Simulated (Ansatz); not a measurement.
Mulliken charges of `C[SiH2][SiH2]` radical from r2SCAN/def2-TZVPP in Ansatz (PBE0-D4/def2-TZVP geometry).

```json
{"atom": "C1", "x (Å)": "-1.006", "y (Å)": "0.751", "z (Å)": "-0.948", "charge (e)": "-0.299"}
{"atom": "Si2", "x (Å)": "-0.241", "y (Å)": "-0.706", "z (Å)": "-0.049", "charge (e)": "0.264"}
{"atom": "Si3", "x (Å)": "1.346", "y (Å)": "0.025", "z (Å)": "1.490", "charge (e)": "0.050"}
{"atom": "H4", "x (Å)": "-1.752", "y (Å)": "0.407", "z (Å)": "-1.668", "charge (e)": "0.082"}
{"atom": "H5", "x (Å)": "-0.244", "y (Å)": "1.315", "z (Å)": "-1.490", "charge (e)": "0.082"}
{"atom": "H6", "x (Å)": "-1.494", "y (Å)": "1.428", "z (Å)": "-0.244", "charge (e)": "0.082"}
{"atom": "H7", "x (Å)": "0.372", "y (Å)": "-1.645", "z (Å)": "-1.035", "charge (e)": "-0.076"}
{"atom": "H8", "x (Å)": "-1.279", "y (Å)": "-1.466", "z (Å)": "0.701", "charge (e)": "-0.077"}
{"atom": "H9", "x (Å)": "1.956", "y (Å)": "-1.040", "z (Å)": "2.333", "charge (e)": "-0.052"}
{"atom": "H10", "x (Å)": "2.423", "y (Å)": "0.880", "z (Å)": "0.915", "charge (e)": "-0.055"}
```

Task: By hand: the dipole of these point charges (1 e Å = 4.8032 D).

Result: Σ q r = (-0.146, 0.092, -0.081) e Å, of length 0.191 e Å = 0.92 D.

Task: How does the dipole of the full density compare? (An estimate is asked.)

Result: Ansatz gave: (-0.122, 0.117, -0.124) e Å, 1.01 D; the point charges give 0.91 times that, at 15° from its direction.

Point charges leave out the atoms' own dipoles, such as those of lone pairs, and Mulliken's split depends on the basis, so the close match here is no proof of good charges.
